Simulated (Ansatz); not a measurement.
Bulk modulus of some fcc solids

Method: PBEsol-D3(BJ) (PAW; Ansatz, a quantum-chemistry and plane-wave program). References are measured values corrected to a static lattice.

Values in GPa.

```json
[
 {"solid": "fcc Ir", "reference": "365", "PBEsol-D3(BJ)": "412", "error (%)": "+12.9"},
 {"solid": "fcc Rh", "reference": "271 (271–289)", "PBEsol-D3(BJ)": "319", "error (%)": "+17.7"},
 {"solid": "fcc Ni", "reference": "192 (186–195)", "PBEsol-D3(BJ)": "249", "error (%)": "+30"},
 {"solid": "fcc Ag", "reference": "110 (104–111)", "PBEsol-D3(BJ)": "141", "error (%)": "+28"},
 {"solid": "fcc Cu", "reference": "144", "PBEsol-D3(BJ)": "193", "error (%)": "+34"},
 {"solid": "fcc Pd", "reference": "195 (187–198)", "PBEsol-D3(BJ)": "229", "error (%)": "+17.4"},
 {"solid": "fcc Al", "reference": "80.8 (77.1–82.0)", "PBEsol-D3(BJ)": "90.5", "error (%)": "+12.0"},
 {"solid": "fcc Au", "reference": "182", "PBEsol-D3(BJ)": "199", "error (%)": "+9.3"},
 {"solid": "fcc Pb", "reference": "47", "PBEsol-D3(BJ)": "55.2", "error (%)": "+17.4"},
 {"solid": "fcc Sr", "reference": "12.5", "PBEsol-D3(BJ)": "13.6", "error (%)": "+8.8"}
]
```

Over these 10 solids the mean error is +18.8 %, the mean absolute error 18.8 % (median 17.4 %), and the worst case fcc Cu at +34 %; the value is too high in 10 of 10 cases.

All these references are brought to a static lattice.

Spin–orbit coupling is left out, also for the solids with elements from indium on (fcc Ir, fcc Au, fcc Pb); its size isn't shown.

Brackets give the range of the sources taken for a reference, where it is wide; it can hold other temperatures.

Differences are worked out from the printed values.

Each level is taken at its own relaxed cell. Ansatz's density-functional and Hartree–Fock values are scalar-relativistic unless marked +SOC, with PAW data made under PBE.

Ansatz's runs of these crystals have no spin polarisation, but for fcc Ni.

Density-functional runs with spin start from parallel moments for fcc Ni.

Not in this set, of the fcc solids with a reference value in our tables and a result at some level: 1 for sources at odds; 1 for no value at PBEsol-D3(BJ) (not run, a failed fit, an unstable or unbound cell, or a value held back for tests). These can be a level's best or worst cases. Solids without a released value at any level aren't counted. Layered and molecular crystals are counted apart. The metals Ce to Yb are counted apart.

References as tabulated in Levämäki et al. (2014), arXiv:1402.3671; Mejia-Rodriguez and Trickey (2018), arXiv:1807.09216; doi:10.1021/acs.jctc.3c00612.
